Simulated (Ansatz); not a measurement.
```yaml
crystal:
  periodic: [false, false, false]
  atoms:
    - {symbol: C, position_ang: [-1.623925, -0.102686, -0.096460]}
    - {symbol: As, position_ang: [0.284276, 0.030486, 0.000019]}
    - {symbol: H, position_ang: [-2.292403, 0.337708, 0.637294]}
    - {symbol: H, position_ang: [0.512603, -1.380132, 0.510717]}
basis:
  gaussian: {orbitals: def2-TZVP}
magnetization: {spin_polarized: true, initial_magnetization: 3}
hamiltonian: {xc: pbe0}
relax: {f_tol: 0.004, max_steps: 80}
```

```sh
$ ansatz run in.yaml --threads 1 --pin off --events-out ev --progress --plain --max-ram 2176MiB
```

Steps of the relaxation (energy above the last step; positions in Å, forces in eV/Å):

```
4
step 1, 22.2 meV
C    -1.624   -0.103   -0.096   -0.268    0.057    0.052
As    0.284    0.030    0.000    0.488    0.217   -0.174
H    -2.292    0.338    0.637   -0.278   -0.015    0.018
H     0.513   -1.380    0.511    0.057   -0.260    0.104
```

```
4
step 2, 2.7 meV
C    -1.625   -0.081   -0.080   -0.140    0.021    0.087
As    0.306    0.023   -0.014    0.197    0.064   -0.052
H    -2.337    0.338    0.632   -0.023   -0.040   -0.053
H     0.536   -1.395    0.514   -0.035   -0.044    0.018
```

```
4
step 3, 0.6 meV
C    -1.616   -0.082   -0.065   -0.063    0.063    0.023
As    0.325    0.030   -0.025   -0.015   -0.071    0.021
H    -2.350    0.333    0.627    0.050   -0.036   -0.036
H     0.521   -1.395    0.514    0.028    0.044   -0.008
```

```
4
step 6, 0.0 meV
C    -1.618   -0.072   -0.072   -0.001   -0.001   -0.001
As    0.323    0.025   -0.026    0.001    0.001    0.000
H    -2.348    0.326    0.632    0.000    0.001    0.000
H     0.524   -1.394    0.519    0.000    0.000    0.000
```

Close pairs at the end: C1–H3 1.090 Å, As2–H4 1.533 Å, C1–As2 1.944 Å.

A stationary point of unrestricted PBE0 after 6 steps, with ⟨S²⟩ = 3.760 against 3.75 for a pure state; no frequencies were run, so it isn't proven a minimum. 24 s on 1 thread of Arm Neoverse V1, shared host.
